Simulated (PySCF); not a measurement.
Gas-phase reaction: (CH₃)₂Si + 2 CH₃SiH₂ = C₄H₁₀ (n-butane) + 3 SiH₂

Energies from PySCF (xtb for GFN2), thermal terms from the rigid-rotor harmonic-oscillator model, ideal gas at 1 bar. S°(298 K) at PBE0/def2-TZVP differs from the NASA 1993 table for C₄H₁₀ (n-butane) (-9 J/mol/K); whether the harmonic model or the table's entry is off was not settled. † marks an energy on the PBE0/def2-TZVP geometry and frequencies; other levels use their own. 6-31G* has spherical d functions here. Open shells (unrestricted): CH₃SiH₂ (multiplicity 2); the rest are closed-shell singlets. GFN2 has no spin-polarisation term. B3LYP is the form with VWN-RPA correlation. No R ln 2 is added for the mirror-image form of (CH₃)₂Si. (CH₃)₂Si, CH₃SiH₂: computed as isolated molecules; such fragments, hydroxides, amides, oligomers or adducts are transient or little studied in the gas. The harmonic model lacks anharmonicity and excited electronic states, which grow with temperature; levels with a mode under 35 cm⁻¹ are left out. Internal rotation in (CH₃)₂Si, CH₃SiH₂, C₄H₁₀ (n-butane) is treated as a harmonic vibration of one conformer, which makes the entropy rough.

```csv
level,"ΔE electronic, kJ","ΔH°(298 K), kJ","ΔS°(298 K), J/K","ΔG°(1400 K), kJ"
B3LYP/def2-TZVP†,260,247,90,141
GFN2-xTB,28,10,75,-78
HF/6-31G*,260,246,84,145
PBE/def2-TZVP†,298,285,90,179
PBE0/def2-SVP†,285,272,90,165
```
ΔH° is lowest at GFN2-xTB and highest at PBE/def2-TZVP†. No reference value is set beside these.
